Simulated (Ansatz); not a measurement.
in.yaml

```yaml
crystal:
  periodic: [false, false, false]
  atoms:
    - {symbol: Ge, position_ang: [0.000000, 0.000000, 0.000000]}
    - {symbol: H, position_ang: [1.685905, 0.046488, -0.006500]}
    - {symbol: H, position_ang: [-0.883179, 1.436779, 0.011900]}
    - {symbol: H, position_ang: [-0.802727, -1.483267, -0.005400]}
basis:
  gaussian: {orbitals: aug-cc-pVDZ}
magnetization: {spin_polarized: true, initial_magnetization: 1}
hamiltonian: {xc: {name: PBE}}
output: {orbitals: {seedname: orbitals}}
```

```sh
$ ansatz run in.yaml --threads 1 --pin off --events-out ev --progress --plain --max-ram 2393MiB
```

Roughly how long does this take on 1 thread of Arm Neoverse V2, shared host, and how much host memory?

1.7 s wall and 0.2 GiB.

```
643 factors; their error is unknown
mean field evaluation 1: about -56554.7233 eV, gradient 7.4e0 eV
mean field evaluation 2: about -56555.1189 eV, gradient 2.5e0 eV
mean field evaluation 4: about -56555.1658 eV, gradient 1.7e-1 eV
mean field evaluation 8: about -56555.1435 eV, gradient 1.1e-2 eV
mean field -56555.14354402 eV, -2078.3631907896 hartree, gradient 2.0e-6 eV, S^2 0.754597; 0 other end points of the search recorded, 0 dependent functions left out
reference -56555.14361789 eV, -2078.3631935044 hartree; 18, 17 occupied and 45, 46 virtual orbitals, 643 factors
Total energy: -56555.14361789 eV, -2078.3631935044 hartree
```
